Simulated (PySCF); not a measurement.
# H6Si2 (H3Si ... H3Si): the cost of one run

Computed with PySCF 2.14.0 and routines of our own; the level stands in each step. Atoms count from 0.

### Step 1. The starting structure

8 atoms, charge 0, high-spin multiplicity 3; geometry from: GFN2-xTB fragments, placed rigidly.

The system (radical pair): H3Si···H3Si. The radical centres are 2.66 Å apart, face to face; the spin sites are atoms 0, 1, 2, 3 (1 unpaired) and atoms 4, 5, 6, 7 (1 unpaired).

At this distance the two fragments lie within reach of a covalent bond, so this is one molecule with a stretched bond rather than a weakly coupled pair, and the singlet pairs its electrons.

### Step 2. Magnetic exchange: CASSCF and SC-NEVPT2/def2-TZVP (2,2)

Job settings and geometry (Å):

```
{"job": {"kind": "cas", "basis": "def2-TZVP", "active": "magnetic", "zfs": true}, "charge": 0, "high_spin_multiplicity": 3, "spin_sites": [[[0, 1, 2, 3], 1], [[4, 5, 6, 7], 1]]}
Si    -0.000000    -0.000000    -1.332000
H      1.186600    -0.768500    -1.649600
H     -1.260100    -0.641300    -1.649600
H      0.073500     1.412000    -1.649500
Si    -0.000000     0.000000     1.332000
H      1.186600     0.768500     1.649600
H     -1.260100     0.641300     1.649600
H      0.073500    -1.412000     1.649500
```

Level: CASSCF and SC-NEVPT2/def2-TZVP spin states, gas phase.

On the command line:

```sh
OMP_NUM_THREADS=1 python exch_run.py task.json out
```

This one command runs all jobs of the session in turn.

**Question.** How long does this first job take on 1 thread of Arm Neoverse N1, shared host, and how much memory does it need?

About 5 s, with a peak of 0.25 GiB.
